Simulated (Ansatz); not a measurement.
fcc Pb was calculated with PBEsol (Ansatz, a first-principles code, plane waves, PAW).

Run with plane-wave cutoff 500 eV, 12×16×1 k mesh (along the axes of the cell as run), Fermi–Dirac smearing 0.1 eV, scalar-relativistic PAW data made under PBE.

Problem. Predict the surface energy of the (110) face and work function of the (110) face.

Solution. 
surface energy of the (110) face: 0.44 J/m²
work function of the (110) face: 3.76 eV

The slab of 8 atoms is relaxed and unreconstructed.

Spin–orbit coupling is not included; it can shift volumes and moduli of such heavy elements.

Computed values are for the static lattice.
